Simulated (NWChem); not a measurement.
System: nitrogen trifluoride (NF3); SMILES FN(F)F

```xyz
4

F      0.8770     0.8770    -0.1272
N      0.0000     0.0000     0.4837
F     -1.1980     0.3210    -0.1272
F      0.3210    -1.1980    -0.1272
```
Atoms are numbered in this order, from 1.

Coordinates come from a B3LYP/6-31G* (spherical d) optimisation.

 Unshifted, non-relativistic core excitations; the lowest 4 roots alone, so stronger bands may lie above.

Problem. List the first N K-edge excitations from PBE0/def2-TZVP, restricted-window TDA (NWChem).

Solution. 
| state | energy (eV) | dipole oscillator strength | leading excitation (squared amplitude) |
|---|---|---|---|
| S1 | 395.4 | 0.0888 | 1s of atom 2 or its equivalents → LUMO (0.99) |
| S2 | 395.4 | 0.0888 | 1s of atom 2 or its equivalents → LUMO+1 (0.99) |
| S3 | 396.3 | 0.0543 | 1s of atom 2 or its equivalents → LUMO+2 (0.99) |
| S4 | 403.7 | 0.0036 | 1s of atom 2 or its equivalents → LUMO+3 (0.97) |
